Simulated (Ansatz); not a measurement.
## Ansatz (development build ahead of 0.2.0) run

```yaml
crystal:
  periodic: [false, false, false]
  atoms:
    - { symbol: C, position_ang: [-0.00966, -0.05006, -0.72078] }
    - { symbol: "N", position_ang: [0.02999, -0.15364, 0.71855] }
    - { symbol: H, position_ang: [0.02514, 0.91184, 1.14828] }
    - { symbol: H, position_ang: [0.01984, -1.05258, -1.24784] }
    - { symbol: H, position_ang: [-0.1043, 0.82065, -1.24242] }
basis:
  gaussian: { orbitals: def2-SVP }
hamiltonian:
  xc: hf
correlation:
  method: mp2
  frozen_orbitals: { C: 1, H: 0, "N": 1 }
```

The input is written out in the form of the current development build from the run's settings.

The run gave:

```
Converged                       : yes
Reference energy                : -93.89991 hartree
Correlation energy              : -0.32237 hartree
Total energy                    : -94.22228 hartree
Spin squared of the determinant : 0.000
```

Caution: no unrestricted run beside it, a lower state can exist.
